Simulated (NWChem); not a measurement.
**BHF2 (SMILES FBF) at 6 levels**

Wanted: a comparison of 6 runs (B2PLYP/def2-TZVPP, B3LYP/def2-TZVPP, BHLYP/def2-TZVPP, PBE0/def2-TZVPP, r2SCAN/def2-TZVPP, wB97X/def2-TZVPP) of BHF2. 

The calculation is run with NWChem 7.3.0.

**1. Starting point**

BHF2 has 4 atoms, charge 0, and is taken as a singlet. SMILES: `FBF`. The shape is that of a PBE0-D4/def2-TZVP optimisation.

Bond lengths: F1–B2 1.313 Å, B2–F3 1.313 Å, B2–H4 1.191 Å. Angles: F1–B2–F3 118.1°, F1–B2–H4 121.0°, F3–B2–H4 121.0°.

**2. A single-point energy at B2PLYP/def2-TZVPP (run 1)**

struct.nw

```
start struct
title "BF2H B2PLYP"
memory total 2200 mb
charge 0

geometry units au noautosym nocenter noautoz
F      2.18131087     0.86341587    -0.68389188
B     -0.00359048    -0.05858151     0.04762110
F     -2.07000600     0.99909820    -0.82940080
H     -0.10771439    -1.80393256     1.46567158
end

basis "ao basis" spherical bse
* library def2-TZVPP
end

dft
xc hfexch 0.53 becke88 0.47 lyp 0.73 mp2 0.27
dftmp2 semidirect
grid fine
convergence energy 1e-08
maxiter 100
mulliken
print medium
end

mp2
freeze core 3
end

task dft energy
```

The run is started by

```console
$ nwchem struct.nw > struct.out
```

The program printed:

```text
[...]
          Wavefunction type:  closed shell.
          No. of atoms     :     4
          No. of electrons :    24
[...]
          Charge           :     0
          Spin multiplicity:     1
[...]
          AO basis - number of functions:   107
[...]
              XC Information
              --------------
                     Hartree-Fock (Exact) Exchange  0.530
                    Becke 1988 Exchange Functional  0.470
              Lee-Yang-Parr Correlation Functional  0.730
[...]
 d= 0,ls=0.0,diis     1   -224.9693783737 -2.87D+02  5.01D-03  5.94D-01     1.7
[...]
 d= 0,ls=0.0,diis     8   -225.0330148181 -2.48D-10  8.86D-08  6.57D-10    10.7
         Total DFT energy =     -225.033014818093
      One electron energy =     -435.320806335757
           Coulomb energy =      173.546362972052
    Exchange-Corr. energy =      -25.147126147423
 Nuclear repulsion energy =       61.888554693035
[...]
      Total Density - Mulliken Population Analysis
     ---------------------------------------------
    Atom       Charge   Shell Charges
 -----------   ------   -------------------------------------------------------
    1 F    9     9.27   0.77  1.20  0.61  0.96  0.37  2.28  2.17  0.90  0.00  0.01  0.00
    2 B    5     4.44   0.91  1.06  0.51  0.23  0.03  0.92  0.42  0.04  0.13  0.14  0.05
    3 F    9     9.27   0.77  1.20  0.61  0.96  0.37  2.28  2.17  0.90  0.00  0.01  0.00
    4 H    1     1.02   0.27  0.49  0.25  0.00  0.01  0.00
[...]
  Basis functions       =    107
[...]
```

Wall time 14 s (1 thread of AMD EPYC 7R43 (Zen 3), shared host); peak memory 0.29 GiB.

**3. Energy and forces at B3LYP/def2-TZVPP (run 2)**

bf2h.nw

```
start bf2h
memory stack 880 mb heap 220 mb global 1100 mb
geometry noautosym nocenter noautoz
 F     1.154300    0.456900   -0.361900
 B    -0.001900   -0.031000    0.025200
 F    -1.095400    0.528700   -0.438900
 H    -0.057000   -0.954600    0.775600
end
basis "ao basis" spherical bse
 F library def2-TZVPP
 B library def2-TZVPP
 H library def2-TZVPP
end
dft
 xc b3lyp
 grid fine
 convergence energy 1e-08
 maxiter 100
 mulliken
end
task dft gradient
```

The run is started by

```console
$ nwchem bf2h.nw > bf2h.out
```

The program printed:

```text
[...]
          Wavefunction type:  closed shell.
          No. of atoms     :     4
          No. of electrons :    24
[...]
          Charge           :     0
          Spin multiplicity:     1
[...]
          AO basis - number of functions:   107
[...]
              XC Information
              --------------
                         B3LYP Method XC Potential
                     Hartree-Fock (Exact) Exchange  0.200
                        Slater Exchange Functional  0.800 local
                    Becke 1988 Exchange Functional  0.720 non-local
              Lee-Yang-Parr Correlation Functional  0.810
                  VWN I RPA Correlation Functional  0.190 local
[...]
 d= 0,ls=0.0,diis     1   -225.2784952224 -2.87D+02  6.97D-03  8.21D-01     1.7
[...]
 d= 0,ls=0.0,diis     8   -225.3570230996  1.54D-09  4.61D-07  3.60D-08    10.6
         Total DFT energy =     -225.357023099636
      One electron energy =     -435.263107615474
           Coulomb energy =      173.458667284497
    Exchange-Corr. energy =      -25.441142010953
 Nuclear repulsion energy =       61.888559242293
[...]
  wavefunction    = closed shell
                         DFT ENERGY GRADIENTS
    atom               coordinates                        gradient
                 x          y          z           x          y          z
   1 F       2.181311   0.863416  -0.683892   -0.003875  -0.001339   0.001055
   2 B      -0.003590  -0.058582   0.047621    0.000214   0.004873  -0.003956
   3 F      -2.070006   0.999098  -0.829401    0.003771  -0.001613   0.001341
   4 H      -0.107714  -1.803932   1.465671   -0.000110  -0.001922   0.001560
[...]
```

It took 17 s on 1 thread of AMD EPYC 7R43 (Zen 3), shared host; peak memory 0.11 GiB.

Runs 3 to 4 aren't shown in full; the table further down has their settings and results.

**4. Energy and gradient at r2SCAN/def2-TZVPP (run 5)**

bf2h.nw

```
start bf2h
title "BF2H gradient"
memory 2200 mb

geometry units angstrom noautosym nocenter noautoz
  F      1.154300     0.456900    -0.361900
  B     -0.001900    -0.031000     0.025200
  F     -1.095400     0.528700    -0.438900
  H     -0.057000    -0.954600     0.775600
end

basis spherical bse
  * library def2-TZVPP
end

dft
  xc r2scan
  mult 1
  grid fine
  convergence energy 1e-08
  maxiter 100
  mulliken
end

task dft gradient
```

The run is started by

```console
$ nwchem bf2h.nw > bf2h.out
```

The program printed:

```text
[...]
          Wavefunction type:  closed shell.
          No. of atoms     :     4
          No. of electrons :    24
[...]
          Charge           :     0
          Spin multiplicity:     1
[...]
          AO basis - number of functions:   107
[...]
              XC Information
              --------------
                      r^2SCAN Method XC Functional
               r^2SCAN metaGGA Exchange Functional  1.000
                     r^2SCAN Correlation Potential  1.000
[...]
 d= 0,ls=0.0,diis     1   -225.1753357934 -2.87D+02  7.37D-03  7.65D-01     1.8
[...]
 d= 0,ls=0.0,diis     8   -225.2492399069  8.69D-09  1.02D-06  1.69D-07    11.5
         Total DFT energy =     -225.249239906871
      One electron energy =     -435.277197634492
           Coulomb energy =      173.479697025839
    Exchange-Corr. energy =      -25.340298540510
 Nuclear repulsion energy =       61.888559242293
[...]
  wavefunction    = closed shell
                         DFT ENERGY GRADIENTS
    atom               coordinates                        gradient
                 x          y          z           x          y          z
   1 F       2.181311   0.863416  -0.683892   -0.002881  -0.001306   0.001036
   2 B      -0.003590  -0.058582   0.047621    0.000130   0.003465  -0.002811
   3 F      -2.070006   0.999098  -0.829401    0.002786  -0.001517   0.001255
   4 H      -0.107714  -1.803932   1.465671   -0.000034  -0.000642   0.000520
[...]
```

Wall time 19 s (1 thread of AMD EPYC 7R43 (Zen 3), shared host); peak memory 0.12 GiB.

**5. Energy and forces at wB97X/def2-TZVPP (run 6)**

bf2h.xyz

```xyz
4

F      1.154300     0.456900    -0.361900
B     -0.001900    -0.031000     0.025200
F     -1.095400     0.528700    -0.438900
H     -0.057000    -0.954600     0.775600
```

bf2h.nw

```
start bf2h
memory total 2200 mb
geometry noautosym nocenter noautoz
  load bf2h.xyz
end
basis spherical bse
  F library def2-TZVPP
  B library def2-TZVPP
  H library def2-TZVPP
end
dft
  xc wb97x
  grid fine
  convergence energy 1e-08
  maxiter 100
  mulliken
end
task dft gradient
```

The run is started by

```console
$ nwchem bf2h.nw > bf2h.out
```

The program printed:

```text
[...]
          Wavefunction type:  closed shell.
          No. of atoms     :     4
          No. of electrons :    24
[...]
          Charge           :     0
          Spin multiplicity:     1
[...]
          AO basis - number of functions:   107
[...]
              XC Information
              --------------
                       wb97x  Method XC Functional
                     Hartree-Fock (Exact) Exchange  1.000
                         wb97x Exchange Functional  1.000
                      wb97x Correlation Functional  1.000
[...]
 d= 0,ls=0.0,diis     1   -225.2249868688 -2.87D+02  5.48D-03  7.83D-01     6.4
[...]
 d= 0,ls=0.0,diis     8   -225.2982338290 -1.24D-09  2.11D-07  2.05D-09    53.3
         Total DFT energy =     -225.298233828953
      One electron energy =     -435.244783271377
           Coulomb energy =      173.447575518368
    Exchange-Corr. energy =      -25.389585318238
 Nuclear repulsion energy =       61.888559242293
[...]
  wavefunction    = closed shell
[...]
                         DFT ENERGY GRADIENTS
    atom               coordinates                        gradient
                 x          y          z           x          y          z
   1 F       2.181311   0.863416  -0.683892   -0.004906  -0.002020   0.001600
   2 B      -0.003590  -0.058582   0.047621    0.000210   0.004785  -0.003884
   3 F      -2.070006   0.999098  -0.829401    0.004716  -0.002358   0.001954
   4 H      -0.107714  -1.803932   1.465671   -0.000020  -0.000407   0.000329
[...]
```

Run time: 1.7 min. Hardware: 1 thread of AMD EPYC 7R43 (Zen 3), shared host; peak memory 0.11 GiB.

**6. All runs side by side**

```
run              level      task  frozen core orbitals  energy (Eh)  dipole moment (D)  HOMO energy (eV)  LUMO energy (eV)  wall time
  1  B2PLYP/def2-TZVPP    energy                     3  -225.223282               1.02            -12.56              0.94       14 s
  2   B3LYP/def2-TZVPP  gradient                     –  -225.357023               0.89            -10.64             -0.63       17 s
  3   BHLYP/def2-TZVPP  gradient                     –  -225.269959               1.02            -12.59              0.63       17 s
  4    PBE0/def2-TZVPP  gradient                     –  -225.120819               0.89            -10.86             -0.32       16 s
  5  r2SCAN/def2-TZVPP  gradient                     –  -225.249240               0.82             -9.54             -0.90       19 s
  6   wB97X/def2-TZVPP  gradient                     –  -225.298234               0.91            -13.43              2.02    1.7 min
```

**7. Summary of results**

| quantity | value |
| --- | --- |
| run 6: total energy | -225.29823 Eh |
| run 6: dipole moment | 0.91 D |
| run 6: HOMO energy | -13.43 eV |
| run 6: LUMO energy | 2.02 eV |
| run 6: HOMO–LUMO gap | 15.45 eV |
| run 6: largest force on an atom | 0.317 eV/Å |

What this shows: The dipole moment (its size) runs from 0.82 D (r2SCAN/def2-TZVPP) to 1.02 D (BHLYP/def2-TZVPP). The HOMO–LUMO gap runs from 8.63 eV (r2SCAN/def2-TZVPP) to 15.45 eV (wB97X/def2-TZVPP). Totals of different functionals can't be ranked against each other. All runs together took 3.1 min, the longest 1.7 min.
